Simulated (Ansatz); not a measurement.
# A ladder of methods for AlHOF (SMILES [O][AlH][F])

The species is AlHOF (4 atoms), meant as a doublet with charge 0. SMILES: `[O][AlH][F]`. Geometry: relaxed at PBE0-D4/def2-TZVP.

```xyz
4

O    -0.1283   -1.0616    1.2994
Al    0.0382    0.0261   -0.0370
F    -1.1265   -0.0103   -1.1922
H     1.2721    0.9856   -0.0904
```

Each level gives the energy change with the Al2–H4 bond stretched from 1.564 to 3.910 Å (eV). The values are calculated.

```json
{"level": "UPBE/STO-3G", "kind": "GGA", "program": "Ansatz", "value (eV)": "4.46", "less FCI/STO-3G": "+0.20", "CPU time (all runs)": "7.2 s"}
{"level": "U-r2SCAN/STO-3G", "kind": "meta-GGA", "program": "Ansatz", "value (eV)": "4.78", "less FCI/STO-3G": "+0.52", "CPU time (all runs)": "25 s"}
{"level": "UPBE0/STO-3G", "kind": "global hybrid", "program": "Ansatz", "value (eV)": "4.88", "less FCI/STO-3G": "+0.62", "CPU time (all runs)": "9.2 s"}
{"level": "UHSE06/STO-3G", "kind": "range-separated hybrid", "program": "Ansatz", "value (eV)": "4.87", "less FCI/STO-3G": "+0.61", "CPU time (all runs)": "12 s"}
{"level": "UB2PLYP/STO-3G", "kind": "double hybrid", "program": "Ansatz", "value (eV)": "4.95", "less FCI/STO-3G": "+0.69", "CPU time (all runs)": "12 s"}
{"level": "UMP2/STO-3G", "kind": "perturbation theory", "program": "Ansatz", "value (eV)": "4.72", "less FCI/STO-3G": "+0.46", "CPU time (all runs)": "0.77 s"}
{"level": "UBCCD(T)/STO-3G", "kind": "coupled cluster or CI", "program": "Ansatz", "value (eV)": "4.34", "less FCI/STO-3G": "+0.08", "CPU time (all runs)": "1.6 s"}
{"level": "UCCSD/STO-3G", "kind": "coupled cluster or CI", "program": "Ansatz", "value (eV)": "4.45", "less FCI/STO-3G": "+0.19", "CPU time (all runs)": "1.2 s"}
{"level": "FCI/STO-3G", "kind": "exact in the basis", "program": "Ansatz", "value (eV)": "4.26", "less FCI/STO-3G": "0.00", "CPU time (all runs)": "28 s"}
```

FCI/STO-3G is exact within its basis and frozen core, so for wave-function methods in that basis the difference is their error; functionals converge differently with the basis, so for them it is only a difference. The first shape isn't each level's own minimum. The values span 4.26 to 4.95 eV. Spin contamination of the reference (⟨S²⟩ at least 0.1 too high) touches UPBE/STO-3G, U-r2SCAN/STO-3G, UPBE0/STO-3G, UHSE06/STO-3G, UB2PLYP/STO-3G, UMP2/STO-3G, UBCCD(T)/STO-3G, UCCSD/STO-3G. All rows use very small basis sets, so none should be taken for the real molecule's value. Times are those of the runs behind each value, whatever else they computed, on shared processors of several kinds: orders of magnitude only.
